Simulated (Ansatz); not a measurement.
Process, species as SMILES: C#N (CH-N) → CHN+ (doublet, bonded as C#N) + e-
B3LYP-D3(BJ)/def2-TZVP geometries, fixed; electronic energies without zero-point terms.

Effect of a fitting basis named in the input at PBE/cc-pVTZ with Ansatz (an electronic-structure program), against the last row, where the adiabatic ionisation energy is 13.49 eV. Open shells are unrestricted. The default fits or decomposes integrals by the program's own choice; accuracy: high also tightens integrals, grids and stops.

```tsv
setting	largest shift of a total energy (mEh)	shift of the adiabatic ionisation energy (eV)
fitting: def2-SV(P)-JKFIT	-0.024	0.000
fitting: def2-universal-JKFIT	-0.024	0.000
fitting: cc-pVTZ-JKFIT	-0.010	0.000
fitting: cc-pVQZ-JKFIT	-0.004	0.000
fitting: cc-pV5Z-JKFIT	-0.003	0.000
fitting: def2-universal-JFIT	-0.075	-0.001
accuracy: high	0.001	0.000
accuracy: medium (default)	0.000	0.000
```

Within 0.002 eV in the adiabatic ionisation energy: fitting: def2-SV(P)-JKFIT; fitting: def2-universal-JKFIT; fitting: cc-pVTZ-JKFIT; fitting: cc-pVQZ-JKFIT; fitting: cc-pV5Z-JKFIT; fitting: def2-universal-JFIT; accuracy: high. The largest shift is 0.075 mEh in a total energy and 0.001 eV in the difference.
